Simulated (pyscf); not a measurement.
`[CH3][Si]([Cl])[Cl]` [doublet] + `[CH4]` -> `[CH3][SiH]([Cl])[Cl]` + `[CH3]` [doublet], a hydrogen abstraction (doublet surface; C–H broken, H–Si formed). Structures and frequencies: ωB97X-D3(BJ)/def2-SVP in PySCF. Energies in kJ/mol from the separated reactants.

Small-basis levels: PySCF, no dispersion term, spherical d functions. Open shells are spin-unrestricted. 

| level | barrier | reaction energy |
|---|---|---|
| SVWN5/6-31G* | 72.3 | +110.1 |
| BP86/6-31G* | 92.7 | +91.5 |
| PBE/6-31G* | 90.4 | +94.2 |
| B3LYP/3-21G | 99.6 | +106.5 |
| B3LYP/6-31G* | 99.1 | +80.7 |
| M06-2X/6-31G* | 107.0 | +85.5 |
| B3LYP/6-311+G** | 96.3 | +73.3 |
| PBE/def2-SVP | (withheld) | +88.0 |
| B3LYP/def2-SVP | 93.9 | +73.1 |
| ωB97M-D3(BJ)/def2-TZVP | (withheld) | +62.6 |

Fill in the missing entries.


- PBE/def2-SVP, barrier: 85.7
- ωB97M-D3(BJ)/def2-TZVP, barrier: 93.3

Against the last row the barrier runs from -21.0 (SVWN5/6-31G*) to +13.6 kJ/mol (M06-2X/6-31G*). At SVWN5/6-31G*, PBE/6-31G*, B3LYP/3-21G, PBE/def2-SVP this geometry lies under one side, so the entry may be no barrier of that level: it is a single point on another level's saddle. ωB97M-D3(BJ)/def2-TZVP has limits of its own. One saddle was located; it need not be the lowest between these sides. The angle at the transferred H is 173°.
